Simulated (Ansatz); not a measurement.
# Rock-salt TiN

All values below come from PBE (Ansatz, a quantum-chemistry and plane-wave program, PAW).

Run with plane-wave cutoff 520 eV, 22×22×22 k mesh, Fermi–Dirac smearing 0.05 eV, no spin polarisation, scalar-relativistic PAW data made under PBE.

Cell (relaxed at this level):

```
CELL_PARAMETERS angstrom
      0.00000     2.12348     2.12348
      2.12348     0.00000     2.12348
      2.12348     2.12348     0.00000
ATOMIC_POSITIONS crystal
  Ti 0.00000 0.00000 0.00000
  N  0.50000 0.50000 0.50000
```

```yaml
bulk_modulus: 277 GPa
band_gap: none
pressure derivative B′ of the bulk modulus: 4.3
```

Measured, for comparison: bulk modulus 288 GPa (temperature not stated, no zero-point or thermal correction; as tabulated in Krasnenko and Brik (2013), arXiv:1306.3139). Computed (rounded) less measured: bulk modulus -4 %.
